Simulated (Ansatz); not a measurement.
**H$_{2}$B–NH, quartet: reading a ladder of total energies**

Geometry: that of the H2B–NH, doublet, kept fixed. The doublet lies 6.0 eV lower here.

```xyz
5

B     0.0000    0.0246    0.7072
N     0.0000   -0.0432   -0.6198
H     0.0000    1.1152    1.2324
H     0.0000   -0.9691    1.3860
H     0.0000    0.1907   -1.5912
```

Basis cc-pVDZ; Ansatz 0.2.0. Only valence electrons are correlated (noble-gas cores frozen), which leaves 11 electrons in 41 orbitals. R marks a restricted (for open shells ROHF) determinant, U an unrestricted one.

Full CI isn't at hand for all of this; UCCSDT(Q) serves as the reference, and is uncertain by about the last step of the cluster series.

Runs differ by some tens of microhartree through their thresholds and, for an open shell, their frozen cores, so steps under 0.03 kcal/mol mean nothing.

```tsv
level	total energy (hartree)
UHF	-80.651304
UMP2	-80.849105
UCCSD	-80.887796
UCCSD(T)	-80.893355
UCCSDT	-80.894344
UCCSDT(Q)	-80.894663
```

Problem. What is the correlation energy at UCCSDT(Q), and what share of it do UMP2 and UCCSD recover?

Solution. E(corr) = -80.894663 − (-80.651304) = -0.243359 hartree = -6.622 eV. UMP2: -0.197801 / -0.243359 = 81.28 %. UCCSD: -0.236492 / -0.243359 = 97.18 %.

Problem. By how many kcal/mol does UCCSD(T) miss UCCSDT(Q) (1 hartree = 627.509 kcal/mol), and which steps make up the rest?

Solution. -80.893355 − (-80.894663) = 0.001308 hartree = 0.82 kcal/mol. Steps: UCCSDT − UCCSD(T) = -0.62, UCCSDT(Q) − UCCSDT = -0.20 kcal/mol. Differences between like states or geometries often cancel part of this.
